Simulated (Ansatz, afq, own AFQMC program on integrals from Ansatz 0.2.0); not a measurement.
**NH₃, triplet: AFQMC among the cluster methods**

```csv
atom,x (Å),y (Å),z (Å)
H,-2.0963,0.0594,0.0000
H,-1.1323,0.0594,0.0000
N,0.1987,0.0594,0.0000
H,0.4678,-0.9448,0.0000
```

Basis cc-pVTZ. Only valence electrons are correlated. AFQMC by an in-house program on the Cholesky factors that Ansatz 0.2.0 writes for its CCSD(T) run. The CISD trial takes its coefficients from CCSD amplitudes. Released means that phaseless walkers are propagated on without the constraint, phases kept. ± is one standard error of the sampling.

Determinant: UHF, the one that the program's search chose, which needn't be the lowest solution. The geometry is a point of a scan.

No full CI on the walks' own integrals is used here; CCSDT(Q) serves as the reference and is uncertain by about the last step of the cluster series.

Cautions: lower spins were not checked; unrestricted determinant slightly spin contaminated (⟨S²⟩ 2.06 against 2.00).

The T1 diagnostic is 0.0220 and the weight of the determinant in the CISD state is 0.917. The ⟨S²⟩ of the determinant is 2.062 and the size of the correlated space is 8 electrons in 71 orbitals.

Reference: CCSDT(Q), correlation energy -5.970 eV. The released energy is read at 2.40 1/Eh (meV from the phaseless value at times in 1/Eh: -3.3 ± 2.3 at 0.24, -3.7 ± 1.7 at 0.51, -8.6 ± 1.8 at 0.99, -8.2 ± 2.4 at 1.62, -11 ± 3 at 2.40).

| level | E − E(reference) (kcal/mol) | share of correlation (%) |
| --- | --- | --- |
| HF | 137.67 | 0.00 |
| MP2 | 21.77 | 84.19 |
| CCSD | 4.50 | 96.73 |
| CCSD(T) | 0.61 | 99.56 |
| CCSDT | 0.15 | 99.89 |
| ph-AFQMC/HF | 0.68 ± 0.49 | 99.51 |
| ph-AFQMC/CISD | 0.22 ± 0.08 | 99.84 |
| released AFQMC | -0.03 ± 0.07 | 100.02 |

A walk keeps the symmetry of its determinant, which the program's search chose and which needn't be the lowest solution, so a lower state of the same spin and another symmetry isn't excluded. Released energies are given only where the last usable release times agree within the noise; a slower fall can still hide under it.
